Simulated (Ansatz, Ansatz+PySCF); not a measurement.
| atom | x (Å) | y (Å) | z (Å) |
| --- | --- | --- | --- |
| N | 0.0000 | 0.0000 | -0.4201 |
| O | 0.0000 | 0.9763 | 0.1838 |
| O | 0.0000 | -0.9763 | 0.1838 |

RHF on singlet NO₂(-) was run in several spherical basis sets with Ansatz (development build ahead of 0.2.0). Caution: no diffuse functions for an anion. Caution for RHF: no unrestricted run beside it, a lower state can exist.

(1) Rank the basis sets by the total energy that they give, lowest first, with the distance from the lowest.
A. 6-31G(d)
B. def2-SVP
C. cc-pVDZ
D. def2-TZVP
E. cc-pVTZ

Results:

(1) D (0.00 eV), E (0.48 eV), C (2.58 eV), A (3.10 eV), B (7.31 eV).

Totals follow the description of the cores as much as that of the bonds, so this order isn't one of quality for chemistry.
